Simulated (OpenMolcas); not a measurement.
# A workflow on doublet [B2]+

Wanted: a single-point energy (UHF/pcseg-0), then the energy (CASSCF(3,3)/pcseg-0), then a single-point energy (CASPT2(3,3)/pcseg-0), then the energy (SC-NEVPT2(3,3)/pcseg-0), then the energy (MRCI(3,3)/pcseg-0) of doublet [B2]+. 

Program for the calculation: OpenMolcas 26.06.

**1. The molecule**

[B2]+ has 2 atoms, charge +1, and is taken as a doublet. SMILES of the parent species: `B#B`. The coordinates come from a GFN2-xTB relaxation. That shape belongs to the parent species and isn't relaxed for this state.

Bond lengths: B1–B2 1.405 Å.

**2. The energy at UHF/pcseg-0 (run 1)**

The input, step1.input:

```
&gateway
  baslib=$CurrDir
  coord
  2
  angstrom
  B        0.000000       0.000000       0.000000
  B        0.000000       0.000000       1.405120
  basis=pcseg-0
  group=NoSym

&seward

&scf
  uhf
  charge=1
  spin=2
  scramble=0.25
  prorbitals=1 1
```

The basis set pcseg-0 is read from a file made from the Basis Set Exchange's data (not shown).

On the command line:

```sh
$ export MOLCAS_MEM=1860
$ pymolcas step1.input > step1.log
```

Standard output, cut to the lines that bear on the results:

```text
--- Start Module: gateway ---
[...]
--- Stop Module: gateway /rc=_RC_ALL_IS_WELL_ ---
--- Start Module: seward ---
[...]
      Basis functions           18
--- Stop Module: seward /rc=_RC_ALL_IS_WELL_ ---
[...]
--- Start Module: scf ---
[...]
       Convergence after  31 Iterations
[...]
::    Total SCF energy                                -48.6221864192
[...]
      Total spin, S                                     0.9154000002
[...]
      Total electronic charge=    9.000000
      Total            charge=    1.000000
[...]
      Dipole Moment (debye):
      Origin of the operator (angstrom)=    0.0000    0.0000    0.7026
                   X=  2.5677E-04               Y= -9.0423E-05               Z=  8.4147E-05           Total=  2.8494E-04
      Center of Charge (angstrom)
[...]
--- Stop Module: scf /rc=_RC_ALL_IS_WELL_ ---
[...]
```

Wall time 3 s (1 thread of AMD EPYC 7R13 (Zen 3), shared host); peak memory 0.37 GiB.

**3. The energy at CASSCF(3,3)/pcseg-0 (run 2)**

The input, step2.input:

```
* B2 CASSCF

&GATEWAY
 BasLib=$CurrDir
 Coord
 2
 angstrom
 B        0.000000       0.000000       0.000000
 B        0.000000       0.000000       1.405120
 Basis=pcseg-0
 Group=NoSym

&SEWARD

&RASSCF
 FileOrb=$CurrDir/step1.UnaOrb
 Spin=2
 Nactel=3 0 0
 Inactive=3
 Ras2=3
 OrbListing=Nothing
```

The basis set pcseg-0 is read from a file made from the Basis Set Exchange's data (not shown).

On the command line:

```sh
$ export MOLCAS_MEM=1860
$ pymolcas step2.input > step2.log
```

Standard output, cut to the lines that bear on the results:

```text
--- Start Module: gateway ---
[...]
--- Stop Module: gateway /rc=_RC_ALL_IS_WELL_ ---
--- Start Module: seward ---
[...]
      Basis functions           18
--- Stop Module: seward /rc=_RC_ALL_IS_WELL_ ---
--- Start Module: rasscf ---
[...]
      Number of active orbitals                  3
[...]
      Spin quantum number                      0.5
[...]
      Active orbitals                            3
[...]
      Number of CSFs                             8
[...]
      Number of root(s) required                 1
[...]
      Convergence after 13 iterations
[...]
      printout of CI-coefficients larger than  0.05 for root  1
      energy=     -48.653335
      conf/sym  111     Coeff  Weight
             3  20u  -0.82701 0.68394
             5  02u   0.56219 0.31606
      Natural orbitals and occupation numbers for root  1
      sym 1:   1.367883   0.632117   1.000000
      ************************************************************************************************************************
      *                                                    Final results                                                     *
[...]
::    RASSCF root number  1 Total energy:    -48.65333515
[...]
      Total electronic charge=    9.000000
      Total            charge=    1.000000
[...]
      Dipole Moment (debye):
      Origin of the operator (angstrom)=    0.0000    0.0000    0.7026
                   X=  8.5027E-06               Y= -1.7598E-05               Z=  5.8159E-05           Total=  6.1355E-05
      Center of Charge (angstrom)
[...]
--- Stop Module: rasscf /rc=_RC_ALL_IS_WELL_ ---
[...]
```

Run time: 2.1 s. Hardware: 1 thread of AMD EPYC 7R13 (Zen 3), shared host; peak memory 0.37 GiB.

**4. The energy at CASPT2(3,3)/pcseg-0 (run 3)**

The input, step3.inp:

```
>>> EXPORT MOLCAS_PRINT=2

&GATEWAY
 BasLib = $CurrDir
 Coord
 2
 angstrom
 B        0.000000       0.000000       0.000000
 B        0.000000       0.000000       1.405120
 Basis = pcseg-0
 Group = NoSym

&SEWARD

&RASSCF
 FileOrb = $CurrDir/step2.RasOrb
 Spin = 2
 Nactel = 3 0 0
 Inactive = 3
 Ras2 = 3
 OrbListing = Nothing

&CASPT2
 Imaginary = 0.1
 Frozen = 2
```

The basis set pcseg-0 is read from a file made from the Basis Set Exchange's data (not shown).

On the command line:

```sh
$ export MOLCAS_MEM=1860
$ pymolcas step3.inp > step3.log
```

Standard output, cut to the lines that bear on the results:

```text
--- Start Module: gateway ---
[...]
--- Stop Module: gateway /rc=_RC_ALL_IS_WELL_ ---
[...]
      Basis functions           18
[...]
--- Start Module: rasscf ---
[...]
      Number of active orbitals                  3
[...]
      Spin quantum number                      0.5
[...]
      Active orbitals                            3
[...]
      Number of CSFs                             8
[...]
      Number of root(s) required                 1
[...]
      Convergence after  4 iterations
[...]
      printout of CI-coefficients larger than  0.05 for root  1
      energy=     -48.653335
      conf/sym  111     Coeff  Weight
             3  20u  -0.82701 0.68394
             5  02u   0.56219 0.31606
      Natural orbitals and occupation numbers for root  1
      sym 1:   1.367881   0.632119   1.000000
      ************************************************************************************************************************
      *                                                    Final results                                                     *
[...]
::    RASSCF root number  1 Total energy:    -48.65333515
[...]
      Total electronic charge=    9.000000
      Total            charge=    1.000000
[...]
      Dipole Moment (debye):
      Origin of the operator (angstrom)=    0.0000    0.0000    0.7026
                   X=  5.4787E-06               Y= -1.1725E-05               Z=  5.3761E-05           Total=  5.5297E-05
      Center of Charge (angstrom)
[...]
--- Stop Module: rasscf /rc=_RC_ALL_IS_WELL_ ---
--- Start Module: caspt2 ---
[...]
 ###    WARNING: User changed nr of frozen orbitals.                         ###
 ###############################################################################
[...]
      E2 (Variational):          -0.0397897738
      Total energy:             -48.6931249231
[...]
      Reference weight:           0.97344
[...]
::    CASPT2 Root  1     Total energy:    -48.69312492
[...]
--- Stop Module: caspt2 /rc=_RC_ALL_IS_WELL_ ---
[...]
```

Run time: 2.1 s. Hardware: 1 thread of AMD EPYC 7R13 (Zen 3), shared host; peak memory 0.37 GiB.

**5. The energy at SC-NEVPT2(3,3)/pcseg-0 (run 4)**

The input, step4.input:

```
* B2 NEVPT2

&GATEWAY
 BasLib=$CurrDir
 Coord
 2
 angstrom
 B        0.000000       0.000000       0.000000
 B        0.000000       0.000000       1.405120
 Basis=pcseg-0
 Group=NoSym

&SEWARD

&RASSCF
 FileOrb=$CurrDir/step2.RasOrb
 Spin=2
 Nactel=3 0 0
 Inactive=3
 Ras2=3
 OrbListing=Nothing

&CASPT2
 SC-NEVPT2
 Frozen=2
```

The basis set pcseg-0 is read from a file made from the Basis Set Exchange's data (not shown).

On the command line:

```sh
$ export MOLCAS_MEM=1860
$ pymolcas step4.input > step4.log
```

Standard output, cut to the lines that bear on the results:

```text
--- Start Module: gateway ---
[...]
--- Stop Module: gateway /rc=_RC_ALL_IS_WELL_ ---
[...]
      Basis functions           18
[...]
--- Start Module: rasscf ---
[...]
      Number of active orbitals                  3
[...]
      Spin quantum number                      0.5
[...]
      Active orbitals                            3
[...]
      Number of CSFs                             8
[...]
      Number of root(s) required                 1
[...]
      Convergence after  4 iterations
[...]
      printout of CI-coefficients larger than  0.05 for root  1
      energy=     -48.653335
      conf/sym  111     Coeff  Weight
             3  20u  -0.82701 0.68394
             5  02u   0.56219 0.31606
      Natural orbitals and occupation numbers for root  1
      sym 1:   1.367881   0.632119   1.000000
      ************************************************************************************************************************
      *                                                    Final results                                                     *
[...]
::    RASSCF root number  1 Total energy:    -48.65333515
[...]
      Total electronic charge=    9.000000
      Total            charge=    1.000000
[...]
      Dipole Moment (debye):
      Origin of the operator (angstrom)=    0.0000    0.0000    0.7026
                   X=  5.4787E-06               Y= -1.1725E-05               Z=  5.3761E-05           Total=  5.5297E-05
      Center of Charge (angstrom)
[...]
--- Stop Module: rasscf /rc=_RC_ALL_IS_WELL_ ---
--- Start Module: caspt2 ---
[...]
 ###    WARNING: User changed nr of frozen orbitals.                         ###
 ###############################################################################
[...]
      E2 (Variational):          -0.0371803138
[...]
      E2 (Variational):          -0.0369448707
      Total energy:             -48.6902800200
[...]
      Reference weight:           0.97691
[...]
::    SC-NEVPT2 Root  1     Total energy:    -48.69028002
[...]
--- Stop Module: caspt2 /rc=_RC_ALL_IS_WELL_ ---
[...]
```

Wall time 2 s (1 thread of AMD EPYC 7R13 (Zen 3), shared host); peak memory 0.37 GiB.

**6. The energy at MRCI(3,3)/pcseg-0 (run 5)**

The input, step5.inp:

```
>>> EXPORT MOLCAS_PRINT=2
&GATEWAY
BasLib=$CurrDir
Coord
2
angstrom
B        0.000000       0.000000       0.000000
B        0.000000       0.000000       1.405120
Basis=pcseg-0
Group=NoSym
&SEWARD
&RASSCF
FileOrb=$CurrDir/step2.RasOrb
Spin=2
Nactel=3 0 0
Inactive=3
Ras2=3
OrbListing=Nothing
&MOTRA
LumOrb
Frozen=2
&GUGA
Electrons=5
Spin=2
Inactive=1
Active=3
CIAll=1
&MRCI
SDCI
```

The basis set pcseg-0 is read from a file made from the Basis Set Exchange's data (not shown).

On the command line:

```sh
$ export MOLCAS_MEM=1860
$ pymolcas step5.inp > step5.log
```

Standard output, cut to the lines that bear on the results:

```text
--- Start Module: gateway ---
[...]
--- Stop Module: gateway /rc=_RC_ALL_IS_WELL_ ---
[...]
      Basis functions           18
[...]
      Number of active orbitals                  3
[...]
      Spin quantum number                      0.5
[...]
      Active orbitals                            3
[...]
      Number of CSFs                             8
[...]
      Number of root(s) required                 1
[...]
      Convergence after  4 iterations
[...]
      printout of CI-coefficients larger than  0.05 for root  1
      energy=     -48.653335
      conf/sym  111     Coeff  Weight
             3  20u  -0.82701 0.68394
             5  02u   0.56219 0.31606
      Natural orbitals and occupation numbers for root  1
      sym 1:   1.367881   0.632119   1.000000
      ************************************************************************************************************************
      *                                                    Final results                                                     *
[...]
::    RASSCF root number  1 Total energy:    -48.65333515
[...]
      Dipole Moment (debye):
      Origin of the operator (angstrom)=    0.0000    0.0000    0.7026
                   X=  5.4787E-06               Y= -1.1725E-05               Z=  5.3761E-05           Total=  5.5297E-05
      Center of Charge (angstrom)
[...]
      *** WARNING: Default frozen orbitals is overwritten by user input.
      *** Default values:   2
[...]
--- Start Module: guga ---
[...]
--- Stop Module: guga /rc=_RC_ALL_IS_WELL_ ---
--- Start Module: mrci ---
[...]
       (But an ACPF correction will be computed)
       USE THE DEFAULT ACPF G-VALUE GFAC=  0.40000000000000002
[...]
                      CI ENERGY:   -48.71235834
[...]
                ACPF CORRECTION:    -0.00290112
[...]
      Total electronic charge=    9.000000
      Total            charge=    1.000000
[...]
     ACPF CORRECTION:     -0.00290112
[...]
  CI State   1     Total energy:    -48.71235834     QDav:     -0.00499900     QACPF:     -0.00290112
[...]
--- Stop Module: mrci /rc=_RC_ALL_IS_WELL_ ---
[...]
```

It took 2.1 s on 1 thread of AMD EPYC 7R13 (Zen 3), shared host; peak memory 0.37 GiB.

**7. Outcome**

| quantity | value |
| --- | --- |
| run 1, UHF/pcseg-0: total energy | -48.62219 Eh |
| run 1, UHF/pcseg-0: HOMO energy (highest over α and β) | -17.55 eV |
| run 1, UHF/pcseg-0: LUMO energy (lowest over α and β) | -8.97 eV |
| run 1, UHF/pcseg-0: ⟨S²⟩ | 1.753 |
| run 2, CASSCF(3,3)/pcseg-0: total energy | -48.65334 Eh |
| run 3, CASPT2(3,3)/pcseg-0: total energy | -48.69312 Eh |
| run 4, SC-NEVPT2(3,3)/pcseg-0: total energy | -48.69028 Eh |
| run 5, MRCI(3,3)/pcseg-0: total energy | -48.71236 Eh |

What this shows: ⟨S²⟩ (run 1, UHF/pcseg-0) is 1.75 where a pure doublet has 0.75: the reference is spin-contaminated. The run (run 1, UHF/pcseg-0) may have ended on a state above the lowest.
